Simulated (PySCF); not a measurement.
Metal–ligand bonds in Cd(CH3)1–Y. All species are isolated molecules in the gas phase. One relaxed conformer stands for each flexible species; it need not be the lowest. Multiplicities are imposed; where one is given, others were not computed. Strings in code marks are SMILES.

Calculation: PBE-D3(BJ)/def2-TZVP // r2SCAN-D4/def2-SVP (PySCF 2.14.0). All candidates: neutral, multiplicity 2. 

```json
{
 "dipole_moment": "1.92 D",
 "highest_occupied_spin_orbital": "-7.16 eV"
}
```

Q: Which member has these values?
A) `C[O]`
B) `[CH3]`
C) `[SH]`
D) `[NH2]`

A: D, `[NH2]`. The others give `[CH3]`: 0.00 D, -5.38 eV; `[SH]`: 0.87 D, -6.12 eV; `C[O]`: 2.09 D, -5.95 eV
